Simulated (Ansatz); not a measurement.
bcc Rb, treated with LDA in Ansatz (PAW).

Numerical settings: plane-wave cutoff 500 eV, 4×4×4 k mesh, Fermi–Dirac smearing 0.1 eV, cell of 54 sites, scalar-relativistic PAW data made under PBE.

Predict the vacancy formation energy and vacancy formation energy before relaxation.


* **vacancy formation energy**: 0.29 eV
* **vacancy formation energy before relaxation**: 0.36 eV

Measured, for comparison: vacancy formation energy 0.3 eV (no zero-point or thermal correction, monovacancy; as tabulated in Riffe and Christensen (2024), arXiv:2406.09527). Computed (rounded) less measured: vacancy formation energy within the reference's last digit.

Note: energies are extrapolated to zero smearing, and mesh and cell size move such values by some hundredths of an eV or more.

Computed values are for the static lattice.

Computing time: roughly 60 core-minutes.

Ansatz is a program for electronic structure.
